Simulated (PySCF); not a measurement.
Converging SiCl⁺ in the basis (PBE0)

PySCF, UKS reference; singlet, unpaired electrons none; De to Si⁺ + Cl without counterpoise correction.

```csv
basis,relativity,functions,Re (Å),ωe (cm⁻¹),De (eV),μ (D)
STO-3G,no relativity,18,2.028,693,5.06,-5.04
pcseg-1,no relativity,36,1.967,663,4.88,-3.55
def2-TZVP,no relativity,74,1.955,674,5.25,-3.30
def2-TZVPPD,no relativity,99,1.955,673,5.24,-3.28
```

How does each smaller set differ from the one with most functions, def2-TZVPPD?

STO-3G: +7.3 pm, +3.0 % in ωe, -0.18 eV in De; pcseg-1: +1.2 pm, -1.5 % in ωe, -0.36 eV in De; def2-TZVP: +0.0 pm, +0.1 % in ωe, +0.01 eV in De. All at PBE0; the set with most functions is neither the basis-set limit nor always the best.

A positive dipole points towards Cl; it is taken about the centre of mass and depends on that origin. For an ion De counts to the pair picked by the measured ionisation energies or electron affinities, which need not be the lowest pair at this level. STO-3G is very small, so such numbers show the basis as much as the molecule.
